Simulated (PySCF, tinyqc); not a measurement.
CID on RHF in the sto-3g basis, frozen core, for LiH, spin multiplicity 1, step by step. The lowest restricted solution is unstable here: a spin-polarised one lies 0.0073 hartree lower (PySCF). One step of it, computed by the program tinyqc.

Question. CID: determinants and Hamiltonian. Slater-Condon rules over spin orbitals, with the nuclear repulsion and the energy of the frozen orbital added and E(HF) subtracted on the diagonal. Only determinants linked to the reference directly or through others are kept (one block of an abelian symmetry group), so some states are absent.

one-electron integrals dressed by the frozen orbital, h + 2 (pq|11) - (p1|1q) (hartree), order 2, 3, 4, 5, 6:
$$\begin{pmatrix}
-0.674553 & 0.062095 & 0.000000 & 0.000000 & -0.106078 \\
0.062095 & -0.331371 & 0.000000 & 0.000000 & 0.072919 \\
0.000000 & 0.000000 & -0.301283 & 0.000000 & 0.000000 \\
0.000000 & 0.000000 & 0.000000 & -0.301283 & 0.000000 \\
-0.106078 & 0.072919 & 0.000000 & 0.000000 & -0.328804
\end{pmatrix}$$

energy of the frozen orbital, 2 h_11 + (11|11) = -7.60759393 hartree

Two-electron integrals over orbitals (pq|rs), unique and non-zero (hartree); the lowest 1 orbital is frozen and left out:
```
(22|22) 0.444823    (32|22) -0.062095   (32|32) 0.023927    (33|22) 0.212419
(33|32) 0.015683    (33|33) 0.325944    (42|42) 0.021017    (43|42) 0.020634
(43|43) 0.041391    (44|22) 0.240943    (44|32) 0.015545    (44|33) 0.278867
(44|44) 0.312946    (52|52) 0.021017    (53|52) 0.020634    (53|53) 0.041391
(54|54) 0.016869    (55|22) 0.240943    (55|32) 0.015545    (55|33) 0.278867
(55|44) 0.279207    (55|55) 0.312946    (62|22) 0.106078    (62|32) -0.047127
(62|33) -0.018109   (62|44) -0.039467   (62|55) -0.039467   (62|62) 0.131511
(63|22) -0.060023   (63|32) 0.019781    (63|33) 0.036941    (63|44) 0.009366
(63|55) 0.009366    (63|62) -0.041162   (63|63) 0.033084    (64|42) -0.018100
(64|43) -0.011496   (64|64) 0.018949    (65|52) -0.018100   (65|53) -0.011496
(65|65) 0.018949    (66|22) 0.415735    (66|32) -0.050091   (66|33) 0.238854
(66|44) 0.256596    (66|55) 0.256596    (66|62) 0.091816    (66|63) -0.046946
(66|66) 0.410123
```

nuclear repulsion = 0.70871948 hartree

Hartree-Fock energy = -7.80315709 hartree

Give: determinants; H - E(HF) between determinants.

Answer.

Occupation strings over the orbitals (2 doubly, a alpha, b beta, 0 empty; spin orbitals ordered 1a 1b 2a 2b ...): 220000 202000 20a00b 200200 200020 20b00a 200002

H - E(HF) between determinants (hartree), order 220000, 202000, 20a00b, 200200, 200020, 20b00a, 200002:
$$\begin{pmatrix}
0.0000 & 0.0239 & -0.0471 & 0.0210 & 0.0210 & 0.0471 & 0.1315 \\
0.0239 & 0.5675 & 0.1099 & 0.0414 & 0.0414 & -0.1099 & 0.0331 \\
-0.0471 & 0.1099 & 0.4830 & -0.0115 & -0.0115 & -0.0331 & 0.0260 \\
0.0210 & 0.0414 & -0.0115 & 0.6147 & 0.0169 & 0.0115 & 0.0189 \\
0.0210 & 0.0414 & -0.0115 & 0.0169 & 0.6147 & 0.0115 & 0.0189 \\
0.0471 & -0.1099 & -0.0331 & 0.0115 & 0.0115 & 0.4830 & -0.0260 \\
0.1315 & 0.0331 & 0.0260 & 0.0189 & 0.0189 & -0.0260 & 0.6568
\end{pmatrix}$$
